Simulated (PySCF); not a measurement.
Rigid-rotor lines calculated for a species of formula C3H6O (commonest isotopes; wB97X-D/def2-SVPD in PySCF (dipole) on a GFN2-xTB geometry, gas phase), labelled J(Ka,Kc):

```tsv
transition	MHz
2(0,2) ← 1(0,1)	25455.3
1(1,0) ← 0(0,0)	23757.9
1(0,1) ← 0(0,0)	12752.1
2(1,1) ← 1(1,0)	26335.4
2(1,2) ← 1(1,1)	24672.9
```

(1) Find the rotational constants.

(2) What moments of inertia, asymmetry and inertial defect follow?

(3) Which dipole components do these lines need?

(4) Predict further lines from these constants: 4(4,1) ← 4(3,1); 1(1,1) ← 1(0,1); 4(3,2) ← 3(3,1); 2(1,2) ← 2(0,2); 4(4,0) ← 3(3,0); 4(0,4) ← 3(0,3).

(5) Which structure gave them?

Results:

(1) 1(0,1) ← 0(0,0) is B + C, 2(1,1) ← 1(1,0) is 3B + C and 2(1,2) ← 1(1,1) is B + 3C, so B − C is half the difference of the last two, 831.2 MHz. 1(1,0) ← 0(0,0) is A + B. A = 16966.2, B = 6791.7, C = 5960.4 MHz.

(2) I = 505379 MHz·u·Å² over each constant: Ia = 29.79, Ib = 74.41, Ic = 84.79 u·Å²; κ = (2B − A − C)/(A − C) = -0.849 (asymmetric top); Δ = Ic − Ia − Ib = -19.41 u·Å².

(3) μa and μc (a-type: ΔKa even, ΔKc odd; c-type: ΔKa odd, ΔKc even). The calculation gives |μa| = 1.45 D, |μb| = 0.00 D, |μc| = 0.83 D.

(4) 
```tsv
transition	MHz	type	branch
2(1,2) ← 2(0,2)	9392	c	Q
1(1,1) ← 1(0,1)	10175	c	Q
4(0,4) ← 3(0,3)	50529	a	R
4(3,2) ← 3(3,1)	51101	a	R
4(4,1) ← 4(3,1)	74035	c	Q
4(4,0) ← 3(3,0)	125146	c	R
```

(5) `OC1CC1`, point group Cs. Three constants can't fix a structure by themselves; this is the one that was computed:
```
atom  x, y, z in Å
O1     1.784   -0.240    0.065
C2     0.485   -0.155    0.549
C3    -0.499    0.834    0.004
C4    -0.687   -0.641   -0.247
H5     1.774   -0.074   -0.884
H6     0.501   -0.339    1.616
H7    -0.193    1.449   -0.830
H8    -1.166    1.333    0.688
H9    -0.507   -1.006   -1.248
H10   -1.485   -1.156    0.264
```

The values belong to one conformer (point group Cs) with, in the numbering `[OH:1][CH:2]1[CH2:3][CH2:4]1`, H–O1–C2–C3 -36°. Not checked by GFN2-xTB frequencies. Constants of a rigid frame at the computed geometry: no zero-point averaging, no centrifugal distortion.

Time: 9.3 s of wall time. Hardware: an Arm Neoverse V1 with one thread (shared host). This is the wB97X-D/def2-SVPD job that gave the dipole, with the excitations it also computed.
